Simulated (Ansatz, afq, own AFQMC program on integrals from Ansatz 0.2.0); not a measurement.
C, triplet → C⁺, doublet

A free C atom.

E(doublet, charge +1) − E(triplet, charge +0) at this geometry, on UHF and UHF determinants.

Basis cc-pVTZ. Noble-gas cores (and the filled d shells of Ga–Kr and In–Xe) are frozen. Ansatz 0.2.0 and our own AFQMC program on the same integrals; the CISD trial comes from CCSD amplitudes, and released means the phaseless constraint is let go. Free AFQMC starts from the CCSD state and is never constrained. Its projection time is finite, and what remains of the start isn't in its error. ± is one standard error of the sampling. The errors of all members are added in quadrature.

Full CI on the same integrals is exact in this basis and with this determinant's frozen core.

The best estimate is CCSD(T) at the basis-set limit (CBS: def2-TZVPP and def2-QZVPP, with their diffuse functions for anions and beside diffuse sets, CCSD(T) itself extrapolated) plus the step from CCSD(T) to full CI in cc-pVTZ. Rows without CBS are in cc-pVTZ; B2PLYP and the wave-function rows carry a basis error of their own. Core correlation and relativity beyond core potentials are missing, and ± holds the sampling alone.

Cautions: C (triplet): the released energies are still falling, so no released level is given (meV from the phaseless value at times in 1/Eh: 0 ± 3 at 0.24, -5 ± 3 at 0.50, -6 ± 3 at 1.00, -13 ± 3 at 1.50), though the last usable value meets full CI within the noise; C⁺ (doublet): the ph-AFQMC/HF walk drifts between its halves (2.4 errors).

Best estimate: 1083.9 kJ/mol.

| level | vertical ionization energy (kJ/mol) | error against the best estimate (kJ/mol) |
| --- | --- | --- |
| HF | 1041.9 | -42.1 |
| MP2 | 1084.5 | 0.5 |
| CCSD | 1075.0 | -8.9 |
| CCSD(T) | 1077.4 | -6.6 |
| free AFQMC | 1077.5 ± 0.5 | -6.4 ± 0.5 |
| FCI | 1077.9 | -6.1 |
| HF/CBS | 1042.1 | -41.9 |
| MP2/CBS | 1090.8 | 6.9 |
| CCSD(T)/CBS | 1083.4 | -0.5 |
| PBE | 1112.1 | 28.1 |
| r2SCAN | 1126.1 | 42.2 |
| PBE0 | 1110.3 | 26.4 |
| B3LYP | 1112.7 | 28.7 |
| wB97M-V | 1088.4 | 4.5 |
| B2PLYP | 1093.2 | 9.3 |

Correlation beyond CCSD(T) adds 0.5 kJ/mol. Going to the basis-set limit adds 6.1 kJ/mol at CCSD(T). The perturbative (T) step is worth +2.3 kJ/mol. The functionals spread over 37.7 kJ/mol; wB97M-V comes nearest and r2SCAN is 42.2 kJ/mol too high.

Best estimates are given only where the step beyond CCSD(T) is under 0.3 eV and no member's determinant is very poor (T1 over 0.05, or 0.07 for open shells, ⟨S²⟩ too high by 0.3, two states mixed), so the hardest cases are missing from such tables.

The functionals ran in a triple-zeta set and keep a basis error of their own, a few kJ/mol for each bond in atomization energies and more for double hybrids, so close places among them and the extrapolated levels can swap.

Free projections are given only where their last times agree within the noise and don't stop above the reference; a slow remainder of the start can still hide under it. Each member of a difference takes its own highest rung, so a best estimate needn't equal the limit plus the step of one row. A walk keeps the symmetry of its determinant, which the program's search chose and which needn't be the lowest solution, so a lower state of the same spin and another symmetry isn't excluded.
